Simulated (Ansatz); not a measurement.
**Basis-set limit of Pd⁺, doublet**

A free Pd cation.

Ansatz 0.2.0, UHF determinant, valence electrons correlated, core potentials past Kr. Energies in eV.

```tsv
set	X	functions	Hartree–Fock	MP2 correlation	CCSD(T) correlation	time
def2-TZVPP	3	56	-3450.4426	-7.5877	-7.4959	8 s on 1 × NVIDIA H100 80GB HBM3 with 1 thread of AMD EPYC 7R13 Processor (Zen 3), with other jobs on the host
def2-QZVPP	4	88	-3450.4771	-8.2328	-8.1142	8.5 s on 1 × NVIDIA H100 80GB HBM3 with 1 thread of AMD EPYC 7R13 Processor (Zen 3) (shared host)
```

Hartree–Fock is taken to follow E(X) = E∞ + A·exp(−7.88·√X), correlation E(X) = E∞ + B·X^−2.97.

Cautions: no spin-orbit coupling; outer-core shells of the metal frozen.

Work out the CCSD(T) energy at the limit, and how far the shortcut misses it that extrapolates MP2 and adds CCSD(T) minus MP2 from the smaller set.

Hartree–Fock: E∞ = E4 + 0.1377·(E4 − E3) = -3450.4818. Correlation: E∞ = E4 + 0.7407·(E4 − E3) = -8.5722 for CCSD(T) and -8.7107 for MP2. The limit is -3459.0541 eV, 0.463 eV below def2-QZVPP. The shortcut gives a correlation energy of -8.7107 + (0.0918) = -8.6189, 47 meV lower than the direct value.

The exponents were fitted on light atoms, and def2 sets of heavy atoms don't grow evenly, so the limit is rough here.
